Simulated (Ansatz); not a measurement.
The input, for Ansatz 0.2.0:

```yaml
crystal:
  periodic: [false, false, false]
  atoms:
    - {symbol: Zr, position_ang: [0.000000, 0.000000, 0.000000]}
    - {symbol: Cl, position_ang: [0.000000, 0.000000, 2.304496]}
basis:
  gaussian: {orbitals: def2-SVP}
total_charge: 1
magnetization: {spin_polarized: false}
correlation: {method: ccsd_t, electrons: outside_noble_gas}
scf: {lower_state_search: off}
output: {forces: true}
```

```sh
$ ansatz run in.yaml --threads 1 --pin off --events-out ev --progress --plain --max-ram 2393MiB
```

Log:

```
these checks for a lower state are left out or cut short: starts, cluster_reference, orbital_swaps, neighbouring_geometries, increment
488 factors; integrals over basis functions are off by at most 1.1e-3 eV
mean field evaluation 1: about -13752.0024 eV, gradient 3.7e1 eV
mean field evaluation 2: about -13752.0088 eV, gradient 3.7e1 eV
mean field evaluation 4: about -13757.7003 eV, gradient 3.8e0 eV
mean field evaluation 8: about -13758.2221 eV, gradient 3.3e-1 eV
mean field evaluation 16: about -13758.2225 eV, gradient 1.7e-6 eV
mean field -13758.22253196 eV, -505.6053523912 hartree, gradient 1.7e-6 eV, S^2 0.000000; 0 other end points of the search recorded, 0 dependent functions left out; unrestricted orbitals would lower it
9 core orbitals not correlated: weight in the atoms' cores, before any rotation towards them, 0.994 or more for the frozen orbitals, at most 0.004 for the correlated occupied ones
reference -13758.22253196 eV, -505.6053523912 hartree; 5, 5 occupied and 35, 35 virtual orbitals, 488 factors
second order -4.97356451 eV of doubles, -0.00000000 eV of singles
cycle   1  -5.25773662 eV  change   -2.8e-1 eV  update   1.1e-1
cycle   2  -5.47305557 eV  change   -2.2e-1 eV  update   6.0e-2
cycle   3  -5.63773972 eV  change   -1.6e-1 eV  update   5.2e-2
cycle   4  -5.72064449 eV  change   -8.3e-2 eV  update   3.7e-2
cycle   5  -5.79330138 eV  change   -7.3e-2 eV  update   3.0e-2
cycle   6  -5.89555268 eV  change   -1.0e-1 eV  update   2.4e-2
cycle   7  -5.94916558 eV  change   -5.4e-2 eV  update   1.6e-2
cycle   8  -5.99021019 eV  change   -4.1e-2 eV  update   9.4e-3
cycle   9  -5.99577890 eV  change   -5.6e-3 eV  update   4.7e-3
cycle  10  -5.99455445 eV  change    1.2e-3 eV  update   2.5e-3
cycle  11  -6.00141257 eV  change   -6.9e-3 eV  update   1.4e-3
cycle  12  -5.99925579 eV  change    2.2e-3 eV  update   7.4e-4
cycle  13  -6.00007657 eV  change   -8.2e-4 eV  update   3.6e-4
cycle  14  -5.99962036 eV  change    4.6e-4 eV  update   1.8e-4
cycle  15  -5.99957878 eV  change    4.2e-5 eV  update   6.9e-5
cycle  16  -5.99961505 eV  change   -3.6e-5 eV  update   2.6e-5
cycle  17  -5.99961687 eV  change   -1.8e-6 eV  update   9.9e-6
cycle  18  -5.99963096 eV  change   -1.4e-5 eV  update   4.7e-6
cycle  19  -5.99963154 eV  change   -5.9e-7 eV  update   1.7e-6
cycle  20  -5.99962955 eV  change    2.0e-6 eV  update   8.4e-7
cycle  21  -5.99963038 eV  change   -8.3e-7 eV  update   4.5e-7
cycle  22  -5.99962961 eV  change    7.7e-7 eV  update   2.5e-7
cycle  23  -5.99962954 eV  change    7.5e-8 eV  update   1.6e-7
perturbative correction -0.39444749 eV, -0.0144956780 hartree
WARN: these amplitudes may be one of several solutions (largest doubles amplitude 0.51, level shift 0.00 eV)
the calculation of the forces begins
Total energy: -13764.61660898 eV, -505.8403303879 hartree
Atom 0 at     0.000000     0.000000     0.000000 Å, force     0.000000    -0.000000     0.530441 eV/Å
Atom 1 at     0.000000     0.000000     2.304496 Å, force    -0.000000     0.000000    -0.530441 eV/Å
Dipole moment:     0.000000    -0.000000    -1.367266 e Å
Checks for a lower state left out: starts, cluster_reference, orbital_swaps, neighbouring_geometries, increment
```

Forces (eV/Å):
```
Zr   0.000  0.000  0.530
Cl   0.000  0.000 -0.530
```

Ran on 1 thread of Arm Neoverse V1, shared host: 1.5 s wall, 0.11 GiB peak host memory.
